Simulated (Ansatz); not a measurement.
A nudged elastic band was laid between two geometries of CH2NSi (5 atoms, charge 0, multiplicity 2).

All numbers below come from Ansatz 0.2.0, UKS B3LYP/def2-mTZVP.

- movable images: 7
- climbing image: yes
- spring: 5.0 eV/Å²
- optimiser: quadratic models (default)
- start path: through a guess of the saddle point
- force threshold: 0.05 eV/Å
- iteration limit: 29
- end points: relaxed

Initial state:

```xyz
5
Properties=species:S:1:pos:R:3
N -1.222 -0.548 -0.178
C -0.117 -0.201 0.115
Si 1.557 0.142 0.797
H -1.664 -0.953 -0.994
H 1.445 1.561 0.260
```

Final state:

```xyz
5
Properties=species:S:1:pos:R:3
N -0.925 -0.746 -0.641
C -0.032 -0.259 -0.016
Si 1.452 0.213 0.965
H -1.935 -0.769 -0.570
H 1.439 1.561 0.261
```

Which bonds break or form, and what moves?

No bond is made or broken.  The two ends are copies of one structure, up to a mirror image or an exchange of like atoms.

Give the energies along the band, and the barrier.

The forces met the threshold. The highest image is number 2 of 0 to 8, 0.099 eV above the ends, which have the same energy within 2 meV. A vibrational analysis at the climbing image gives one clearly imaginary mode, 486i cm⁻¹: a first-order saddle point.

| image | path coordinate (Å) | energy (eV) |
| --- | --- | --- |
| 0 | 0.00 | 0.000 |
| 1 | 0.24 | 0.043 |
| 2 | 0.48 | 0.099 |
| 3 | 0.56 | 0.091 |
| 4 | 0.65 | 0.069 |
| 5 | 0.73 | 0.042 |
| 6 | 0.81 | 0.018 |
| 7 | 0.89 | 0.004 |
| 8 | 0.98 | 0.000 |

What is the geometry of the highest image?


```xyz
5
Properties=species:S:1:pos:R:3:forces:R:3
N -1.070 -0.566 -0.434 0.01 -0.05 0.02
C -0.049 -0.196 0.018 0.00 0.02 -0.01
Si 1.598 0.155 0.804 0.00 0.00 0.00
H -1.901 -1.001 -0.774 -0.01 0.03 -0.01
H 1.423 1.608 0.385 0.00 0.00 0.00
```

What are the harmonic wavenumbers there?

486i, 248, 297, 316, 521, 786, 2023, 2045, 3816 cm⁻¹.

Time of the run: 21 min on 1 CPU thread of a shared host.
